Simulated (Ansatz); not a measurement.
The same path of C3H5N (9 atoms, charge 0, multiplicity 1) was run 3 times with different band settings. Lost on the way: C4–H8. Made: N3–H8.

All numbers below come from RKS PBE-D4/def2-SVP (Ansatz 0.2.0).

Relaxed end points:

```xyz
9
Properties=species:S:1:pos:R:3
C -0.327 0.989 -0.831
C 0.309 -0.049 0.004
N 1.450 -0.521 0.294
C 0.202 -1.140 0.964
H -1.051 0.524 -1.532
H -0.907 1.689 -0.194
H 0.431 1.556 -1.406
H -0.084 -2.158 0.639
H 0.066 -0.936 2.044
```

```xyz
9
Properties=species:S:1:pos:R:3
C -0.383 0.931 -0.819
C -0.033 -0.103 0.159
N 1.253 -0.655 0.743
C -0.196 -0.951 1.123
H -1.468 1.151 -0.811
H 0.181 1.861 -0.591
H -0.088 0.626 -1.847
H 1.557 -1.430 0.112
H -0.734 -1.475 1.915
```

Common settings: spring 5.0 eV/Å²; optimiser quadratic models (default); start path through a guess of the saddle point; iteration limit 60; end points relaxed.

| run | movable images | climbing image | force threshold |
| --- | --- | --- | --- |
| 1 | 7 | yes | 0.05 eV/Å |
| 2 | 7 | yes | 0.5 eV/Å |
| 3 | 8 | no | 0.05 eV/Å |

Problem. What does each run give, and how far can it be trusted?

Solution. Run 1: converged after 30 iterations, highest image 2.593 eV above the first end. A vibrational analysis at the climbing image gives one clearly imaginary mode, 1099i cm⁻¹: a first-order saddle point.
Run 2: converged after 11 iterations, highest image 2.598 eV above the first end. The threshold of 0.5 eV/Å is loose, so the images may lie well off the minimum-energy path. The order of the point at the top wasn't checked.
Run 3: converged after 44 iterations, highest image 1.623 eV above the first end. The profile has 4 maxima (images 1, 3, 6, 8) with wells between them (images 2, 4, 7): this band takes more than one step, which may be the mechanism or a detour left from its start path. No image climbed, so the highest image needn't sit at the top of the path.
The orbitals stay closed-shell, which can raise the energy where a bond breaks towards radicals; this wasn't checked here.
